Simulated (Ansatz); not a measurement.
A nudged elastic band was laid between two geometries of BF$_{2}$H (4 atoms, charge 0, multiplicity 1).

All numbers below come from RKS B3LYP/def2-TZVP (Ansatz 0.2.0).

```
movable images  : 9
climbing image  : yes
spring          : 5.0 eV/Å²
optimiser       : quadratic models (default)
start path      : through a guess of the saddle point
force threshold : 0.03 eV/Å
iteration limit : 60
end points      : relaxed
```

First end point:

```xyz
4
Properties=species:S:1:pos:R:3
B 0.278 0.000 0.205
H 0.216 0.000 1.390
F 1.443 0.000 -0.413
F -0.814 0.000 -0.533
```

Last end point:

```xyz
4
Properties=species:S:1:pos:R:3
B -0.611 0.001 -0.154
H 1.321 0.000 0.531
F 2.209 0.000 0.844
F -1.796 0.000 -0.572
```

Q: Which bonds break or form, and what moves?

A: Bonds broken: B1–H2, B1–F3. Bonds formed: H2–F3. BF2H becomes BF + FH.

Q: What energy profile does the band end with?

A: The run converged. The highest image is number 4 of 0 to 10, 4.51 eV above the first end and 0.84 eV above the last; the last end lies 3.67 eV above the first. Neighbouring images differ by up to 1.9 eV, so the band resolves the path poorly. A vibrational analysis at the climbing image gives one clearly imaginary mode, 1311i cm⁻¹: a first-order saddle point. The orbitals stay closed-shell, which can raise the energy where a bond breaks towards radicals; this wasn't checked here.

```json
{"image": "0", "path coordinate (Å)": "0.00", "energy (eV)": "0.00", "B1–H2 (Å)": "1.19", "B1–F3 (Å)": "1.32", "H2–F3 (Å)": "2.18"}
{"image": "1", "path coordinate (Å)": "0.29", "energy (eV)": "0.42", "B1–H2 (Å)": "1.17", "B1–F3 (Å)": "1.33", "H2–F3 (Å)": "1.91"}
{"image": "2", "path coordinate (Å)": "0.57", "energy (eV)": "1.84", "B1–H2 (Å)": "1.17", "B1–F3 (Å)": "1.45", "H2–F3 (Å)": "1.63"}
{"image": "3", "path coordinate (Å)": "0.86", "energy (eV)": "3.74", "B1–H2 (Å)": "1.21", "B1–F3 (Å)": "1.67", "H2–F3 (Å)": "1.41"}
{"image": "4", "path coordinate (Å)": "1.15", "energy (eV)": "4.51", "B1–H2 (Å)": "1.34", "B1–F3 (Å)": "1.90", "H2–F3 (Å)": "1.18"}
{"image": "5", "path coordinate (Å)": "1.47", "energy (eV)": "4.10", "B1–H2 (Å)": "1.64", "B1–F3 (Å)": "2.19", "H2–F3 (Å)": "0.99"}
{"image": "6", "path coordinate (Å)": "1.79", "energy (eV)": "3.87", "B1–H2 (Å)": "1.91", "B1–F3 (Å)": "2.54", "H2–F3 (Å)": "0.95"}
{"image": "7", "path coordinate (Å)": "2.12", "energy (eV)": "3.79", "B1–H2 (Å)": "2.00", "B1–F3 (Å)": "2.75", "H2–F3 (Å)": "0.94"}
{"image": "8", "path coordinate (Å)": "2.44", "energy (eV)": "3.73", "B1–H2 (Å)": "2.01", "B1–F3 (Å)": "2.86", "H2–F3 (Å)": "0.94"}
{"image": "9", "path coordinate (Å)": "2.76", "energy (eV)": "3.69", "B1–H2 (Å)": "2.03", "B1–F3 (Å)": "2.94", "H2–F3 (Å)": "0.94"}
{"image": "10", "path coordinate (Å)": "3.08", "energy (eV)": "3.67", "B1–H2 (Å)": "2.05", "B1–F3 (Å)": "2.99", "H2–F3 (Å)": "0.94"}
```

Q: What is the geometry of the highest image?

A: 
```xyz
4
Properties=species:S:1:pos:R:3
B -0.328 0.000 0.334
H 0.829 0.000 1.013
F 1.552 0.000 0.078
F -0.930 0.000 -0.777
```

The band took 13 iterations and of the order of 2.5 core-minutes.

Run time: 78 s on 2 threads of Arm Neoverse V2, on a shared host, peak memory 0.14 GiB.
